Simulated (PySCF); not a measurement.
**Spin-rotation constants: `[CH3-]`, [CH3]-, charge -1**

Geometry (Å), atoms numbered from 1 in this order:
```xyz
4

C    -0.011    0.019    0.395
H     0.955    0.318   -0.122
H    -0.189   -0.986   -0.102
H    -0.745    0.654   -0.194
```

Total charge -1.

The calculation used GIAO B3LYP/STO-3G magnetisability, rotational g tensor and spin-rotation constants, non-relativistic, gas phase (PySCF 2.14.0). Geometry: PBE0-D3(BJ)/def2-SVP.

For an ion the centre-of-mass motion in the field is neglected. The highest occupied orbital is unbound at this level, so the values depend on the basis.

Give the nuclear spin-rotation constants along the inertial axes (H = +C I·J) beside the isotropic shieldings.

Rotational constants 228.9608, 228.9594, 166.6163 GHz. A star marks the isotopologue with that one atom substituted, in its own axes.
```tsv
atom	isotope	Caa (kHz)	Cbb (kHz)	Ccc (kHz)	mean (kHz)	σ (ppm)
H2	1H	-9.964	-9.964	-9.266	-9.731	37.1
H3	1H	-9.964	-9.964	-9.266	-9.731	37.1
H4	1H	-9.965	-9.964	-9.266	-9.732	37.1
C1	13C*	21.031	21.031	11.025	17.695	215.0
```
Where two moments of inertia are equal or nearly so, the constants along those axes are given as their average.
For the geometry as given, no vibrational averaging.
